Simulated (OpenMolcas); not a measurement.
**SiH2O (oxosilane) at 6 levels**

Aim: a comparison of 6 runs (HF/3-21G, HF/def2-TZVPP, B3LYP/6-31G*, M06-L/def2-TZVPP, TPSS/def2-TZVPP, CCSD(T)/def2-TZVPP) of SiH2O (oxosilane). 

The calculation is run with OpenMolcas 26.06.

## Step 1: The structure to begin with

The species is SiH2O (4 atoms), meant as a singlet with charge 0. SMILES: `O=[SiH2]`. The Si2–H4 distance was set to 2.674 Å, away from the relaxed value. At this shape a bond of the SMILES string is far longer than usual.

Bond lengths: O1–Si2 1.516 Å, Si2–H3 1.485 Å. Angles: O1–Si2–H3 124.0°.

## Step 2: A single-point energy at HF/3-21G (run 1)

Input file run.input:

```
>>> EXPORT MOLCAS_PRINT=2
&GATEWAY
BasLib = $CurrDir
Coord
4
angstrom
O       -0.168565      -0.316790       2.400022
Si       0.107935      -0.720490       0.965422
H        0.554535      -2.076290       0.554322
H       -0.150000       0.922700      -1.128300
Basis = 3-21G
Group = NoSym
&SEWARD
&SCF
Thresholds = 1e-10 1e-07 1e-07 1e-05
PrOrbitals = 0
```

The basis set 3-21G is read from a file made from the Basis Set Exchange's data (not shown).

Command:

```sh
export MOLCAS_MEM=1860
pymolcas run.input > run.log
```

Output:

```text
--- Start Module: gateway ---
[...]
--- Stop Module: gateway /rc=_RC_ALL_IS_WELL_ ---
--- Start Module: seward ---
[...]
      Basis functions           26
--- Stop Module: seward /rc=_RC_ALL_IS_WELL_ ---
--- Start Module: scf ---
[...]
       Convergence after  14 Iterations
[...]
::    Total SCF energy                               -362.8144325750
[...]
      Total spin, S                                     0.0000000000
[...]
      Total electronic charge=   24.000000
      Total            charge=   -0.000000
[...]
      Dipole Moment (debye):
      Origin of the operator (angstrom)=    0.0159   -0.5738    1.4095
                   X=  8.5751E-01               Y= -2.0193E+00               Z= -2.3696E+00           Total=  3.2293E+00
      Quadrupole Moment (debye*angstrom):
[...]
--- Stop Module: scf /rc=_RC_ALL_IS_WELL_ ---
[...]
```

Wall time 2.2 s (1 thread of Intel Xeon Platinum 8259CL at 2.50GHz (Skylake/Cascade Lake), shared host); peak memory 0.37 GiB.

## Step 3: The energy at HF/def2-TZVPP (run 2)

Input file mol.input:

```
* H2OSi Hartree-Fock
>>> EXPORT MOLCAS_PRINT=2

&GATEWAY
 BasLib = $CurrDir
 Coord
 4
 angstrom
 O       -0.168565      -0.316790       2.400022
 Si       0.107935      -0.720490       0.965422
 H        0.554535      -2.076290       0.554322
 H       -0.150000       0.922700      -1.128300
 Basis = def2-TZVPP
 Group = NoSym

&SEWARD

&SCF
 Thresholds = 1e-10 1e-07 1e-07 1e-05
 PrOrbitals = 1 2
```

The basis set def2-TZVPP is read from a file made from the Basis Set Exchange's data (not shown).

Command:

```sh
export MOLCAS_MEM=1860
pymolcas mol.input > mol.log
```

Output:

```text
--- Start Module: gateway ---
[...]
--- Stop Module: gateway /rc=_RC_ALL_IS_WELL_ ---
--- Start Module: seward ---
[...]
      Basis functions          101
--- Stop Module: seward /rc=_RC_ALL_IS_WELL_ ---
[...]
--- Start Module: scf ---
[...]
       Convergence after  15 Iterations
[...]
::    Total SCF energy                               -364.8419704770
[...]
      Total spin, S                                     0.0000000000
[...]
      Total electronic charge=   24.000000
      Total            charge=   -0.000000
[...]
      Dipole Moment (debye):
      Origin of the operator (angstrom)=    0.0159   -0.5738    1.4095
                   X=  1.0057E+00               Y= -2.4438E+00               Z= -2.5745E+00           Total=  3.6894E+00
      Quadrupole Moment (debye*angstrom):
[...]
--- Stop Module: scf /rc=_RC_ALL_IS_WELL_ ---
[...]
```

Run time: 13 s. Hardware: 1 thread of Intel Xeon Platinum 8259CL at 2.50GHz (Skylake/Cascade Lake), shared host; peak memory 0.57 GiB.

## Step 4: The energy at B3LYP/6-31G(d) (spherical functions) (run 3)

Input file test.inp:

```
&GATEWAY
 BasLib = $CurrDir
 Coord
 4
 angstrom
 O       -0.168565      -0.316790       2.400022
 Si       0.107935      -0.720490       0.965422
 H        0.554535      -2.076290       0.554322
 H       -0.150000       0.922700      -1.128300
 Basis = 6-31Gs
 Group = NoSym

&SEWARD
 GridInput
 Grid=UltraFine
 End of Grid

&SCF
 KSDFT = B3LYP
 Thresholds = 1e-10 1e-07 1e-07 1e-05
 PrOrbitals = 1 2
```

The basis set 6-31G* is read from a file made from the Basis Set Exchange's data (not shown).

Command:

```sh
export MOLCAS_MEM=1860
pymolcas test.inp > test.log
```

Output:

```text
--- Start Module: gateway ---
[...]
--- Stop Module: gateway /rc=_RC_ALL_IS_WELL_ ---
--- Start Module: seward ---
[...]
      Basis functions           36
--- Stop Module: seward /rc=_RC_ALL_IS_WELL_ ---
[...]
--- Start Module: scf ---
[...]
       Convergence after  15 Iterations
[...]
::    Total KS-DFT energy                            -365.7785854115
[...]
      Total spin, S                                     0.0000000000
[...]
      Total electronic charge=   24.000000
      Total            charge=   -0.000000
[...]
      Dipole Moment (debye):
      Origin of the operator (angstrom)=    0.0159   -0.5738    1.4095
                   X=  8.0029E-01               Y= -2.0413E+00               Z= -1.7871E+00           Total=  2.8286E+00
      Quadrupole Moment (debye*angstrom):
[...]
--- Stop Module: scf /rc=_RC_ALL_IS_WELL_ ---
[...]
```

Run time: 7.5 s. Hardware: 1 thread of Intel Xeon Platinum 8259CL at 2.50GHz (Skylake/Cascade Lake), shared host; peak memory 0.37 GiB.

Runs 4 to 5 aren't shown in full; the table further down has their settings and results.

## Step 5: A single-point energy at CCSD(T)/def2-TZVPP (Cholesky decomposition) (run 6)

Input file input.xyz:

```xyz
4

O     -0.168565    -0.316790     2.400022
Si     0.107935    -0.720490     0.965422
H      0.554535    -2.076290     0.554322
H     -0.150000     0.922700    -1.128300
```

Input file calc.input:

```
* H2OSi CCSD(T)
&GATEWAY
BasLib=$CurrDir
Coord=input.xyz
Basis=def2-TZVPP
Group=NoSym
&SEWARD
High
&SCF
Thresholds=1e-10 1e-07 1e-07 1e-05
PrOrbitals=1 1
&CHCC
Frozen=6
Threshold=1e-08
MaxIterations=80
&CHT3
Frozen=6
```

The basis set def2-TZVPP is read from a file made from the Basis Set Exchange's data (not shown).

Command:

```sh
export MOLCAS_MEM=1860
pymolcas calc.input > calc.log
```

Output:

```text
--- Start Module: gateway ---
[...]
--- Stop Module: gateway /rc=_RC_ALL_IS_WELL_ ---
[...]
      Basis functions          101
[...]
       Convergence after  16 Iterations
[...]
::    Total SCF energy                               -364.8419704708
[...]
      Total spin, S                                     0.0000000000
[...]
      Total electronic charge=   24.000000
      Total            charge=   -0.000000
[...]
      Dipole Moment (debye):
      Origin of the operator (angstrom)=    0.0159   -0.5738    1.4095
                   X=  1.0057E+00               Y= -2.4438E+00               Z= -2.5745E+00           Total=  3.6894E+00
      Quadrupole Moment (debye*angstrom):
[...]
--- Start Module: chcc ---
[...]
--- Stop Module: chcc /rc=_RC_ALL_IS_WELL_ ---
[...]
--- Start Module: cht3 ---
[...]
--- Stop Module: cht3 /rc=_RC_ALL_IS_WELL_ ---
[...]
```

Wall time 6.5 min (1 thread of Intel Xeon Platinum 8259CL at 2.50GHz (Skylake/Cascade Lake), shared host); peak memory 0.17 GiB.

## Step 6: The series

```
run                                        level  integration grid  integral approximation  energy (Eh)  dipole moment (D) of the reference  HOMO energy (eV)  LUMO energy (eV)  wall time
  1                                     HF/3-21G                 –                    none  -362.814433                                3.23             -9.45             -0.39      2.2 s
  2                                HF/def2-TZVPP                 –                    none  -364.841970                                3.69             -9.96             -0.70       13 s
  3           B3LYP/6-31G* (spherical functions)         UltraFine                    none  -365.778585                                2.83             -7.30             -3.67      7.5 s
  4                             M06-L/def2-TZVPP         UltraFine                    none  -365.814731                                2.88             -6.84             -4.23       41 s
  5                              TPSS/def2-TZVPP         UltraFine                    none  -365.869723                                2.81             -6.79             -4.29       46 s
  6  CCSD(T)/def2-TZVPP (Cholesky decomposition)                 –                 CD high  -365.262904                                3.69             -9.96             -0.70    6.5 min
```

## Step 7: What came out

```
                                          quantity          value
                               run 6: total energy  -365.26290 Eh
         run 6: dipole moment (mean-field density)         3.69 D
        run 6: HOMO energy (Hartree–Fock orbitals)       -9.96 eV
        run 6: LUMO energy (Hartree–Fock orbitals)       -0.70 eV
      run 6: HOMO–LUMO gap (Hartree–Fock orbitals)        9.27 eV
run 6: correlation energy (6 core orbitals frozen)     -420.9 mEh
                             run 6: (T) correction     -22.22 mEh
```

In words: Over runs 1, 2, 3, 4, 5 the dipole moment (its size) runs from 2.81 D (TPSS/def2-TZVPP) to 3.69 D (HF/def2-TZVPP). Over runs 1, 2, 3, 4, 5 the HOMO–LUMO gap runs from 2.50 eV (TPSS/def2-TZVPP) to 9.27 eV (HF/def2-TZVPP). Exact exchange widens orbital gaps. Totals of different functionals can't be ranked against each other. In runs 1, 2, 3, 4, 5, 6 a closed-shell determinant meets a far-stretched bond, which it describes badly. All runs together took 8.3 min, the longest 6.5 min.
